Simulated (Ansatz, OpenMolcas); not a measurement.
**How methods differ on BH2Cl (SMILES BCl)**

The species is BH2Cl (4 atoms), meant as a singlet with charge 0. SMILES: `BCl`. The shape is that of a PBE0-D4/def2-TZVP optimisation.

```csv
atom,x (Å),y (Å),z (Å)
B,-0.1167,0.0217,-0.0753
Cl,1.3650,-0.3953,0.7212
H,-1.1062,-0.5595,0.2404
H,-0.0866,0.8728,-0.9066
```

Quantity: the energy change with the B1–Cl2 bond stretched from 1.733 to 2.600 Å, in eV. The values are calculated.

| level | kind | program | value (eV) | less FCI/STO-3G | CPU time (all runs) |
| --- | --- | --- | --- | --- | --- |
| BLYP/STO-3G (restricted) | GGA | Ansatz | 3.18 | -0.26 | 1.5 s |
| PBE/STO-3G (restricted) | GGA | Ansatz | 3.41 | -0.03 | 1.6 s |
| revPBE/STO-3G (restricted) | GGA | Ansatz | 3.31 | -0.13 | 1.5 s |
| r2SCAN/STO-3G (restricted) | meta-GGA | Ansatz | 3.55 | +0.11 | 3.6 s |
| PBE0/STO-3G (restricted) | global hybrid | OpenMolcas | 3.72 | +0.28 | 8 s |
| HSE06/STO-3G (restricted) | range-separated hybrid | Ansatz | 3.71 | +0.27 | 1.8 s |
| RPA@PBE/STO-3G (restricted) | RPA | Ansatz | 3.27 | -0.17 | 2.2 s |
| CCSD(T)/STO-3G (restricted) | coupled cluster or CI | Ansatz | 3.45 | +0.01 | 0.22 s |
| FCI/STO-3G | exact in the basis | Ansatz | 3.44 | 0.00 | 0.63 s |

FCI/STO-3G is exact within its basis and frozen core, so for wave-function methods in that basis the difference is their error; functionals converge differently with the basis, so for them it is only a difference. The first shape isn't each level's own minimum. The values span 3.18 to 3.72 eV. All rows use very small basis sets, so even the best lies far from the true value. CPU times are rough (shared hosts, several kinds of processor): they show what a rung costs within a factor of a few.
